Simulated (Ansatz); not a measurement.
**[SiH3···H···NH], triplet: transfer scan**

Starting geometry:

```xyz
7

Si   -0.9369    0.0215    0.0000
H    -1.4318    1.4212    0.0000
H    -1.4318   -0.6784    1.2122
H    -1.4318   -0.6784   -1.2122
H     0.5477    0.0215    0.0000
N     1.9861    0.0215    0.0000
H     2.2552   -0.9828    0.0000
```

From there H5 is moved from one fragment to the other while all else, the fragments' distance too, stays fixed; atoms are numbered as listed. Energies are in kJ/mol, counted from the starting geometry at the same level.

Basis cc-pVDZ; Ansatz 0.2.0. Only valence electrons are correlated (noble-gas cores frozen). R marks a restricted (for open shells ROHF) determinant, U an unrestricted one.

Full CI isn't at hand for all of this; UCCSDT(Q) serves as the reference, and is uncertain by about the last step of the cluster series.

```json
{"distance Si1-H5 (Å)": "1.485", "UMP2": "0.0"}
{"distance Si1-H5 (Å)": "1.542", "UMP2": "0.5"}
{"distance Si1-H5 (Å)": "1.655", "UMP2": "-1.8"}
{"distance Si1-H5 (Å)": "1.769", "UMP2": "-16.6"}
{"distance Si1-H5 (Å)": "1.883", "UMP2": "-27.4"}
```

Problem. Estimate the UCCSDT(Q) curve in cc-pVDZ from this one, knowing how UMP2 errs.

Solution. The computed UCCSDT(Q) values, in kJ/mol from the starting point, and the error of UMP2 against them:
| distance Si1-H5 (Å) | UCCSDT(Q) | UMP2 less UCCSDT(Q) |
| --- | --- | --- |
| 1.485 | 0.0 | 0.0 |
| 1.542 | -0.3 | 0.8 |
| 1.655 | -2.3 | 0.5 |
| 1.769 | -12.0 | -4.6 |
| 1.883 | -17.6 | -9.8 |

The error spans 10.7 kJ/mol and is largest, -9.8 kJ/mol, at 1.883 Å.
